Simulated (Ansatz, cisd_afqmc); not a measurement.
Species: HO, charge 0, doublet. HO (SMILES [OH], doublet).
HTBH set geometry:
```xyz
2

O      0.0000     0.0000    -0.1077
H      0.0000     0.0000     0.8612
```
Charge 0, spin multiplicity 2.

Total energies in aug-cc-pVQZ, 7 correlated electrons, 1 frozen orbitals. Radicals and triplets start from unrestricted determinants; spin-orbit coupling is neglected. Cores are frozen in correlated methods. No relativity. AFQMC is phaseless with a CISD trial state; ± is one standard error, without the phaseless bias. Outlying blocks are dropped, and bars are widened where a walk drifts. Over all cases where full CI ran beside it in this data, AFQMC minus full CI had a median of +0.1 mEh and passed +0.4 mEh in a tenth of the cases.

```
method         program        energy (Eh)  minus CCSDT(Q) (mEh)
----------  ----------  -----------------  --------------------
HF              Ansatz          -75.42667                238.35
MP2             Ansatz          -75.64663                 18.38
CCSD            Ansatz          -75.65802                  6.99
CCSD(T)         Ansatz          -75.66449                  0.52
CCSDT(Q)        Ansatz          -75.66501                  0.00
AFQMC/CISD  cisd_afqmc  -75.6647 ± 0.0002             0.3 ± 0.2
```

Rough core times of Ansatz's runs on a shared machine: CCSD(T) under 20 s, CCSDT(Q) 20 min.

Ansatz is a program for electronic structure.
